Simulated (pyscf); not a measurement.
6 gas-phase steps of one pattern: hydrogen abstraction on the doublet surface, Ge–H or H–Si broken and H–N formed. Optimised with ωB97X-D3(BJ)/def2-SVP in PySCF. Electronic energies in eV, from the separated reactants; ΔE‡ and ΔE at ωB97M-D3(BJ)/def2-TZVP. Rows were drawn at random from the steps of this pattern with a verified saddle, stable references and no exit in the data more than 5 kcal/mol lower.

```json
[
 {"row": "1", "step": "F–N•–F + GeH₄ -> F–NH–F + GeH₃•", "ΔE": "+0.41", "ΔE‡": "?"},
 {"row": "2", "step": "F–N•–F + SiH₄ -> F–NH–F + SiH₃•", "ΔE": "+0.76", "ΔE‡": "1.04"},
 {"row": "3", "step": "F–N•–F + HO–SiH₃ → F–NH–F + HO–SiH₂•", "ΔE": "+0.79", "ΔE‡": "1.02"},
 {"row": "4", "step": "F–N•–F + F–SiH₃ → F–NH–F + F–SiH₂•", "ΔE": "+0.85", "ΔE‡": "1.12"},
 {"row": "5", "step": "F–N•–F + F–SiH₂–F -> F–NH–F + F–SiH•–F", "ΔE": "+0.94", "ΔE‡": "1.20"},
 {"row": "6", "step": "F–N•–F + F–SiH(F)–F → F–NH–F + F–Si•(F)–F", "ΔE": "+1.12", "ΔE‡": "1.35"}
]
```

Task: From a straight line through the complete rows, estimate the missing barrier and say how far the line can be trusted.

Result: Over the 5 complete rows the means are +0.89 (ΔE) and 1.15 (ΔE‡); least squares gives b = 0.92 and a = 0.33 eV, with residuals of 0.02 eV (root mean square; largest 0.04, row 3). For row 1: 0.33 + 0.92 × (+0.41) = 0.71 eV, an extrapolation. The computed barrier is 0.84 eV, 0.13 over the line. The line follows the complete rows closely but misses this one by more than their scatter. Each barrier is that of the saddle found. Elements up to Kr have no core potential and no relativistic terms here.
